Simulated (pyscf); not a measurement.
PySCF, gas phase, ωB97X-D3(BJ)/def2-SVP geometries.

Estimate by transition-state theory the rate constant of •HN–SiH₂–Cl + ammonia (NH₃) → H₂N–SiH₂–Cl + amino radical (NH₂•) (doublet surface; H–N broken, H–N formed) at 900 K, with ωB97M-D3(BJ)/def2-TZVP energies (ideal gas, 1 atm, RRHO with modes under 100 cm⁻¹ raised to 100, one conformer, R ln 2 for chiral ones without a mode under 150 cm⁻¹; no tunnelling).

The electronic barrier is 6.7 kcal/mol and the thermal terms add +29.6, so ΔG‡ = 36.3 kcal/mol. With k_BT/h = 1.88e+13 s⁻¹ and RT = 1.788 kcal/mol, and a volume of 1.23e-19 cm³ per molecule at 1 atm, k = 3.6e-15 cm³ molecule⁻¹ s⁻¹. Wigner's tunnelling factor for 1724i cm⁻¹ would be 1.32. A shift of 1 kcal/mol in the barrier changes k by a factor 1.7. On the product side the descent ends in a complex, 5.5 kcal/mol under the separated species and 16.2 kcal/mol under the saddle at ωB97X-D3(BJ)/def2-TZVP. •HN–SiH₂–Cl lies 20.1 kcal/mol over its isomer H₂N–SiH•–Cl (electronic energy, ωB97M-D3(BJ)/def2-TZVP). This is the saddle that the search found; another between the same sides may lie lower. The angle at the transferred H is 150°.
